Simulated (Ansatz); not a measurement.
`C/N=C(\F)OC` and `CN=C(F)F` differ in one atom or group.

Ansatz, PBE0-D4/def2-TZVP geometries, multiplicity 1. 

```
                            property  `C/N=C(\F)OC`
   HOMO energy (PBE/def2-TZVPP) / eV          -6.31
 HOMO energy (B3LYP/def2-TZVPP) / eV          -7.47
  LUMO energy (PBE0/def2-TZVPP) / eV           1.20
 LUMO energy (B3LYP/def2-TZVPP) / eV           0.89
 HOMO–LUMO gap (PBE/def2-TZVPP) / eV           6.38
HOMO–LUMO gap (PBE0/def2-TZVPP) / eV           8.88
```

What does the change do to each property? (Estimate.)

The calculation gave: 
```tsv
property	`CN=C(F)F`	shift
HOMO energy (PBE/def2-TZVPP) / eV	-6.90	-0.59
HOMO energy (B3LYP/def2-TZVPP) / eV	-8.28	-0.81
LUMO energy (PBE0/def2-TZVPP) / eV	0.55	-0.65
LUMO energy (B3LYP/def2-TZVPP) / eV	0.22	-0.67
HOMO–LUMO gap (PBE/def2-TZVPP) / eV	6.30	-0.08
HOMO–LUMO gap (PBE0/def2-TZVPP) / eV	9.06	0.18
```

With PBE0 the HOMO falls by 0.84 eV and the LUMO falls by 0.65 eV, so the gap widens by about 0.19 eV. PBE moves the HOMO by -0.59 eV and ωB97M-V by -0.96 eV. The zero-point energy changes by -107.1 kJ/mol with -12 modes.

Positive LUMOs are unbound, so they and the gaps depend on the basis.

B3LYP here is the variant with VWN-RPA as its local correlation; programs differ in this.
